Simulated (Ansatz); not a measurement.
## VSb3: from a trial structure to a relaxed crystal

These are results of Ansatz 0.2.0, DFT PBE, scalar-relativistic, plane waves, PAW, not measurements. Cutoff 420 eV, Γ-centred k mesh, Gaussian smearing, collinear spin, first started from parallel moments.

The start puts VSb3 on the Cu3Au (L1_2) structure type (Pm-3m, No. 221), with V in place of Au, Sb in place of Cu, at a guessed volume.

```
V Sb
1.0
     4.55186    0.00000    0.00000
     0.00000    4.55186    0.00000
     0.00000    0.00000    4.55186
V Sb
1 3
Direct
  0.00000 0.00000 0.00000
  0.00000 0.50000 0.50000
  0.50000 0.00000 0.50000
  0.50000 0.50000 0.00000
```

Cell and atoms relax at zero pressure; the relaxation can't lower the symmetry of the start.

Formation energies are uncorrected and refer to the elements' standard structures at the same level.

Describe the relaxed structure.

It keeps Pm-3m (No. 221). The result has the Cu3Au (L1_2) structure. Conventional cell: a = 4.613 Å. V has 12 Sb at 3.26 Å; Sb is coordinated by 4 V at 3.26 Å and 8 Sb at 3.26 Å.

```cif
data_structure
_symmetry_space_group_name_H-M 'Pm-3m'
_symmetry_Int_Tables_number 221
_cell_length_a 4.6125
_cell_length_b 4.6125
_cell_length_c 4.6125
_cell_angle_alpha 90.000
_cell_angle_beta 90.000
_cell_angle_gamma 90.000
_cell_volume 98.13
loop_
_atom_site_label
_atom_site_type_symbol
_atom_site_symmetry_multiplicity
_atom_site_Wyckoff_symbol
_atom_site_fract_x
_atom_site_fract_y
_atom_site_fract_z
_atom_site_occupancy
V1 V 1 a 0.00000 0.00000 0.00000 1
Sb1 Sb 3 c 0.00000 0.50000 0.50000 1
```

What are its volume, energy, gap and moment?

The volume per atom is 24.53 Å³, the density is 7.04 g/cm³ and the energy over the elements is 0.43 eV/atom. The gap on the 10×10×10 mesh is 0 eV (a metal). The net moment per atom is 0.76 μB and the largest site moment is 2.92 μB.

The final run used a 10×10×10 mesh on its 4-atom cell and 0.10 eV smearing. The k mesh leaves about 4 meV/atom of noise in metals. Spin–orbit coupling is left out. A structure relaxed within its symmetry needn't be a true minimum.

Cost: 2 runs of about 1.7 core-minutes in all, on AMD EPYC 7R43 (Zen 3) (shared hosts).